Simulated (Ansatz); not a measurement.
C3H7O (SMILES [CH2]C(C)O), doublet, at a GFN2-xTB geometry; Ansatz (an electronic-structure program) with HF/STO-3G.

Here is a job for Ansatz.
Ansatz 0.2 input:
```yaml
crystal:
  periodic: [false, false, false]
  atoms:
    - {symbol: O, position_ang: [-0.05892672, 1.35633054, -0.11322781]}
    - {symbol: C, position_ang: [-0.02863471, 0.02565496, 0.35439911]}
    - {symbol: H, position_ang: [0.82063304, 1.73921461, -0.02733603]}
    - {symbol: H, position_ang: [0.14012484, 0.02515463, 1.45324908]}
    - {symbol: C, position_ang: [-1.32028118, -0.61414156, 0.06029069]}
    - {symbol: C, position_ang: [1.14796001, -0.75883329, -0.27258888]}
    - {symbol: H, position_ang: [1.05098018, -0.75215105, -1.35533659]}
    - {symbol: H, position_ang: [-2.03739428, -0.10086714, -0.54501858]}
    - {symbol: H, position_ang: [2.09748678, -0.30189391, 0.00291482]}
    - {symbol: H, position_ang: [-1.53264840, -1.58991250, 0.44633478]}
    - {symbol: H, position_ang: [1.13796680, -1.78626957, 0.07840942]}
basis:
  gaussian:
    orbitals: STO-3G
hamiltonian:
  xc: hf
magnetization: {spin_polarized: false, initial_magnetization: 1}
```

The log (banner, timings and long lists left out):

```
Functional definition: HF
381 factors; integrals over basis functions are off by at most 3.5e-5 eV
mean field evaluation 1: about -5169.5636 eV, gradient 2.3e1 eV
mean field evaluation 2: about -5169.8036 eV, gradient 2.3e1 eV
mean field evaluation 4: about -5171.8304 eV, gradient 1.3e0 eV
mean field evaluation 8: about -5171.8372 eV, gradient 3.5e-4 eV
mean field -5171.83720376 eV, -190.0615116409 hartree, gradient 1.6e-5 eV, S^2 0.750000; 0 other end points of the search recorded, 0 dependent functions left out
reference -5171.83720376 eV, -190.0615116409 hartree; 17, 16 occupied and 10, 11 virtual orbitals, 381 factors
Total energy: -5171.83720376 eV, -190.0615116409 hartree
```
